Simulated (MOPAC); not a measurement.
MOPAC input (PM3):

```
PM3 FORCE THERMO(298,298) PRECISE LET CHARGE=-1 GEO-OK AUX(PRECISION=9) THREADS=1
CH3O

C    -0.52853354 1    0.09922516 1    0.02452261 1
O     0.75534493 1   -0.14180647 1   -0.03504624 1
H    -0.97822742 1    0.00090206 1    1.04734932 1
H    -0.82868828 1    1.13027076 1   -0.29939071 1
H    -1.16298938 1   -0.57360932 1   -0.61016145 1
```

Question: Which zero-point energy does it print?

Answer: 22.93 kcal/mol, from the harmonic wavenumbers of PM3.
